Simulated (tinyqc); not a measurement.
CIS and TDHF on RHF in the sto-6g basis, frozen core, for H2F+, spin multiplicity 1, step by step. One step of it, computed by the program tinyqc.

Problem. CIS matrix, triplets. A(ia,jb) = (e_a - e_i) d_ij d_ab - (ij|ab).

orbital energies (hartree): MO1 -26.946608, MO2 -2.069437, MO3 -1.220454, MO4 -1.072742, MO5 -1.047003, MO6 -0.022279, MO7 0.177351

Two-electron integrals over orbitals (pq|rs), unique and non-zero (hartree); the lowest 1 orbital is frozen and left out:
```
p,q,r,s,(pq|rs)
2,2,2,2,0.862032
3,2,2,2,-0.003092
3,2,3,2,0.159576
3,3,2,2,0.760682
3,3,3,2,0.003267
3,3,3,3,0.740850
4,2,2,2,0.006431
4,2,3,2,-0.000493
4,2,3,3,-0.004337
4,2,4,2,0.163176
4,3,2,2,-0.003157
4,3,3,2,0.005937
4,3,3,3,-0.003092
4,3,4,2,0.003957
4,3,4,3,0.046791
4,4,2,2,0.830264
4,4,3,2,0.004059
4,4,3,3,0.723079
4,4,4,2,-0.087774
4,4,4,3,-0.005121
4,4,4,4,0.920934
5,2,5,2,0.181899
5,3,5,2,0.002852
5,3,5,3,0.038369
5,4,5,2,-0.032203
5,4,5,3,-0.000984
5,4,5,4,0.055195
5,5,2,2,0.882706
5,5,3,2,0.002996
5,5,3,3,0.748724
5,5,4,2,-0.045406
5,5,4,3,-0.004458
5,5,4,4,0.849608
5,5,5,5,0.998085
6,2,2,2,-0.147665
6,2,3,2,-0.007364
6,2,3,3,-0.090555
6,2,4,2,-0.037739
6,2,4,3,0.002142
6,2,4,4,-0.115450
6,2,5,5,-0.155602
6,2,6,2,0.076512
6,3,2,2,-0.022469
6,3,3,2,0.029620
6,3,3,3,-0.017873
6,3,4,2,0.005139
6,3,4,3,0.017066
6,3,4,4,-0.019593
6,3,5,5,-0.023760
6,3,6,2,0.009156
6,3,6,3,0.072005
6,4,2,2,-0.125082
6,4,3,2,0.005220
6,4,3,3,-0.072600
6,4,4,2,-0.004028
6,4,4,3,0.001090
6,4,4,4,-0.132375
6,4,5,5,-0.126628
6,4,6,2,0.058609
6,4,6,3,0.013120
6,4,6,4,0.061068
6,5,5,2,-0.055657
6,5,5,3,-0.003280
6,5,5,4,-0.005550
6,5,6,5,0.026912
6,6,2,2,0.570398
6,6,3,2,0.018376
6,6,3,3,0.557459
6,6,4,2,0.066121
6,6,4,3,0.009900
6,6,4,4,0.535471
6,6,5,5,0.546499
6,6,6,2,-0.049681
6,6,6,3,0.015808
6,6,6,4,-0.024063
6,6,6,6,0.550635
7,2,2,2,-0.020674
7,2,3,2,0.063674
7,2,3,3,-0.009157
7,2,4,2,-0.000761
7,2,4,3,-0.021648
7,2,4,4,-0.017321
7,2,5,5,-0.020784
7,2,6,2,0.004114
7,2,6,3,-0.026648
7,2,6,4,0.007702
7,2,6,6,-0.007081
7,2,7,2,0.056987
7,3,2,2,0.205353
7,3,3,2,0.008235
7,3,3,3,0.160994
7,3,4,2,-0.053135
7,3,4,3,-0.001097
7,3,4,4,0.207612
7,3,5,5,0.228322
7,3,6,2,-0.074414
7,3,6,3,-0.007593
7,3,6,4,-0.071993
7,3,6,6,0.021293
7,3,7,2,-0.012387
7,3,7,3,0.158151
7,4,2,2,-0.004431
7,4,3,2,-0.053232
7,4,3,3,-0.003831
7,4,4,2,-0.004136
7,4,4,3,0.012674
7,4,4,4,-0.005466
7,4,5,5,-0.005168
7,4,6,2,0.005713
7,4,6,3,-0.037414
7,4,6,4,-0.001562
7,4,6,6,-0.013588
7,4,7,2,-0.011307
7,4,7,3,-0.007747
7,4,7,4,0.044533
7,5,5,2,-0.007092
7,5,5,3,0.025455
7,5,5,4,0.000404
7,5,6,5,0.001162
7,5,7,5,0.020615
7,6,2,2,0.001910
7,6,3,2,-0.098983
7,6,3,3,-0.003311
7,6,4,2,0.004243
7,6,4,3,-0.041019
7,6,4,4,-0.005212
7,6,5,5,-0.001809
7,6,6,2,-0.000486
7,6,6,3,-0.084585
7,6,6,4,-0.009295
7,6,6,6,-0.032490
7,6,7,2,0.004387
7,6,7,3,-0.013779
7,6,7,4,0.053642
7,6,7,6,0.157728
7,7,2,2,0.625486
7,7,3,2,-0.022076
7,7,3,3,0.625106
7,7,4,2,0.005307
7,7,4,3,-0.008217
7,7,4,4,0.604405
7,7,5,5,0.613175
7,7,6,2,-0.049793
7,7,6,3,-0.025450
7,7,6,4,-0.031773
7,7,6,6,0.534558
7,7,7,2,-0.006667
7,7,7,3,0.075166
7,7,7,4,0.010816
7,7,7,6,0.029310
7,7,7,7,0.592874
```

Give: CIS matrix A, triplet.

Solution.

CIS matrix A, triplet (hartree):
```
,2>6,2>7,3>6,3>7,4>6,4>7,5>6,5>7
2>6,1.477,-0.002,-0.018,0.099,-0.066,-0.004,0.000,0.000
2>7,-0.002,1.621,0.099,0.022,-0.004,-0.005,0.000,0.000
3>6,-0.018,0.099,0.641,0.003,-0.010,0.041,0.000,0.000
3>7,0.099,0.022,0.003,0.773,0.041,0.008,0.000,0.000
4>6,-0.066,-0.004,-0.010,0.041,0.515,0.005,0.000,0.000
4>7,-0.004,-0.005,0.041,0.008,0.005,0.646,0.000,0.000
5>6,0.000,0.000,0.000,0.000,0.000,0.000,0.478,0.002
5>7,0.000,0.000,0.000,0.000,0.000,0.000,0.002,0.611
```
